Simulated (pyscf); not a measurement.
A first-order saddle from PySCF, ωB97X-D3(BJ)/def2-SVP:

```xyz
11

Ga    -1.1706    -0.1492     0.1295
C      0.3414     1.1393     0.9020
O     -0.3808    -1.7086    -0.2294
O     -2.3393     0.5883    -1.0073
H      0.5250     1.4713     1.9395
H      0.2352     2.0449     0.2845
H      1.2243     0.5538     0.5991
H     -0.9334    -2.3016    -0.7497
H     -3.0484     1.0900    -0.5926
H     -1.7497    -0.0338     1.8109
H     -0.8315     0.5414     1.6135
```
Charge 0, spin multiplicity 1.

Surface: singlet, charge 0. Lowest wavenumbers (cm⁻¹): 1657i, 86, 127, 150, 185.

Which two sides does it connect, and which bonds change?

H₃C–Ga(OH)–OH + H₂ <-> HO–GaH–OH + CH₄, a four-centre exchange read from left to right: C–Ga, H–H broken and Ga–H, C–H formed. At ωB97M-D3(BJ)/def2-TZVP it lies +2.06 eV from the left side and +2.41 eV from the right (each side as separated species at their lowest minima found). At the saddle there is also a short Ga–H contact that neither side keeps. This is the saddle that the search found; another between the same sides may lie lower. Elements up to Kr have no core potential and no relativistic terms here.
